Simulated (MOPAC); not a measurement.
MOPAC input (PM7):

```
PM7 1SCF UHF MS=0.5 GEO-OK AUX(PRECISION=9) THREADS=1
C4H3O

O    -0.00967373 1    0.04563775 1    1.10330363 1
C     0.00178170 1    1.15541318 1    0.29161270 1
C    -0.00658038 1   -1.04837760 1    0.29156764 1
C     0.01154327 1    0.72839088 1   -0.98368653 1
C     0.00648472 1   -0.69033507 1   -1.02009325 1
H     0.00104465 1    2.11115768 1    0.78054654 1
H    -0.01464815 1   -2.00173065 1    0.79019247 1
H     0.01161747 1   -1.34507735 1   -1.87357137 1
```

From the last part of the output:

```
                                                       MOPAC v23.2.5 Linux

          FINAL HEAT OF FORMATION =         59.62568 KCAL/MOL =     249.47385 KJ/MOL

          COSMO AREA              =         99.18 SQUARE ANGSTROMS
          COSMO VOLUME            =         85.08 CUBIC ANGSTROMS

          IONIZATION POTENTIAL    =          9.797362 EV
          ALPHA SOMO LUMO (EV)    =         -9.804  0.272
          BETA  SOMO LUMO (EV)    =         -9.797 -0.537
          NO. OF ALPHA ELECTRONS  =         13
          NO. OF BETA  ELECTRONS  =         12
          MOLECULAR WEIGHT        =         67.0671         POINT GROUP:  Cs

          MOLECULAR DIMENSIONS (Angstroms)

            Atom       Atom       Distance
            H     8    H     6     4.35775
            H     7    C     4     3.06985
            C     2    O     1     0.00000

          SCF CALCULATIONS        =          1

   ATOM   CHEMICAL          X               Y               Z
  NUMBER   SYMBOL      (ANGSTROMS)     (ANGSTROMS)     (ANGSTROMS)

     1       O         -0.00967373  *   0.04563775  *   1.10330363  *
     2       C          0.00178170  *   1.15541318  *   0.29161270  *
     3       C         -0.00658038  *  -1.04837760  *   0.29156764  *
     4       C          0.01154327  *   0.72839088  *  -0.98368653  *
     5       C          0.00648472  *  -0.69033507  *  -1.02009325  *
     6       H          0.00104465  *   2.11115768  *   0.78054654  *
     7       H         -0.01464815  *  -2.00173065  *   0.79019247  *
     8       H          0.01161747  *  -1.34507735  *  -1.87357137  *

                             CARTESIAN COORDINATES

   1    O       -0.009673730     0.045637750     1.103303630
   2    C        0.001781700     1.155413180     0.291612700
   3    C       -0.006580380    -1.048377600     0.291567640
   4    C        0.011543270     0.728390880    -0.983686530
   5    C        0.006484720    -0.690335070    -1.020093250
   6    H        0.001044650     2.111157680     0.780546540
   7    H       -0.014648150    -2.001730650     0.790192470
   8    H        0.011617470    -1.345077350    -1.873571370

           Empirical Formula: C4 H3 O  =     8 atoms

      MOLECULAR POINT GROUP   :   Cs

          ALPHA EIGENVALUES
 -33.24106 -27.86362 -25.19328 -20.66191 -19.90725 -17.47228 -15.56963 -14.97516
 -14.09031 -13.67736 -10.95657 -10.88081  -9.80374   0.27202   1.20190   1.61168
   3.53387   4.47261   4.73417   5.13325   5.36369   5.72715   5.95826

           BETA EIGENVALUES
 -33.05186 -27.67491 -25.09815 -20.57385 -19.68753 -17.00322 -15.51834 -14.89151
 -13.97092 -13.55454 -10.75297  -9.79736  -0.53673   0.25592   1.55747   1.96552
   3.68465   4.50383   4.98272   5.11554   5.37454   5.68437   5.97317

              NET ATOMIC CHARGES AND DIPOLE CONTRIBUTIONS

  ATOM NO.   TYPE          CHARGE      No. of ELECS.   s-Pop       p-Pop
    1          O          -0.147905        6.1479     1.86718     4.28072
    2          C          -0.121573        4.1216     1.11458     3.00699
    3          C          -0.014058        4.0141     1.11497     2.89909
    4          C           0.013506        3.9865     1.20581     2.78069
    5          C          -0.282157        4.2822     1.08164     3.20052
    6          H           0.188163        0.8118     0.81184
    7          H           0.179888        0.8201     0.82011
    8          H           0.184137        0.8159     0.81586
 DIPOLE           X         Y         Z       TOTAL
 POINT-CHG.    -0.003    -0.665     0.076     0.669
 HYBRID        -0.004    -0.041     0.379     0.381
 SUM           -0.007    -0.706     0.455     0.840

          ATOMIC ORBITAL ELECTRON POPULATIONS

     Atom    s        px        py        pz
    1  O   1.86718   1.71620   1.21375   1.35077
    2  C   1.11458   1.13510   0.93260   0.93929
    3  C   1.11497   1.03414   0.92329   0.94166
    4  C   1.20581   0.98730   0.90438   0.88901
    5  C   1.08164   1.12717   1.02441   1.04894
    6  H   0.81184
    7  H   0.82011
    8  H   0.81586

                    (SZ)    =    0.500000
                    (S**2)  =    0.787770

          ATOMIC ORBITAL SPIN POPULATIONS

    Atom   Total    s     px     py     pz
         Atomic
    1  O  0.0642  0.000 -0.007  0.014  0.056
    2  C -0.1806  0.002 -0.153 -0.013 -0.017
    3  C  0.1068  0.010  0.080 -0.002  0.019
    4  C  1.0880  0.186  0.153  0.262  0.487
    5  C -0.0865 -0.001 -0.074 -0.006 -0.006
    6  H  0.0052  0.005
    7  H -0.0019 -0.002
    8  H  0.0046  0.005

 **********************
 *                    *
 * JOB ENDED NORMALLY *
 *                    *
 **********************

 == MOPAC DONE ==
```
